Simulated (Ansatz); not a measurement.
Basis-set extrapolation for `CCCO` (PBE0-D4/def2-TZVP geometry, frozen core, Ansatz). Multiplicity 1, RHF reference.

|  | def2-TZVPP | def2-QZVPP |
| --- | --- | --- |
| HF | -193.197131 | -193.206499 |
| MP2 correlation | -0.774173 | -0.827188 |
| CCSD(T) correlation | -0.843309 | not run |

Energies in hartree. Use E(X) = E(∞) + A·exp(−7.88·√X) for Hartree–Fock and E(X) = E(∞) + B·X^(−2.97) for correlation, with X = 3 and 4, and add CCSD(T) minus MP2 of the smaller set to the MP2 limit.

Task: What is the CCSD(T) energy at the basis-set limit?

Result: HF limit: -193.206499 + (-0.009368) × 0.13774 = -193.20779. MP2 limit: -0.827188 + (-0.053015) × 0.74074 = -0.86646. Higher-order term: -0.843309 − (-0.774173) = -0.06914. Total: -194.14339 hartree, 270.3 kJ/mol below CCSD(T)/def2-TZVPP.
